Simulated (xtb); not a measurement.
P2, SMILES P#P. All values are semi-empirical tight-binding results from xtb (GFN2-xTB unless named), good for trends rather than for accurate numbers. Geometry: GFN2-xTB.

Optimised geometry:

```xyz
2

P      0.0000     0.0000    -0.9606
P      0.0000     0.0000     0.9606
```
Charge 0, spin multiplicity 1.

| Item | Value |
|---|---|
| point group as xtb finds it | D∞h |
| orbital gap | 2.49 eV |
| static polarisability (D4 model) | 50.8 bohr³ |
| solvation energy, GFN2-xTB/ALPB(water) | 3.8 kcal/mol |
| solvation energy, GFN2-xTB/ALPB(dmso) | -2.7 kcal/mol |

Computed atomic charges and the Wiberg bond orders between heavy atoms:
charges (e) P1 0.00, P2 0.00. Bond orders P1–P2 3.08.
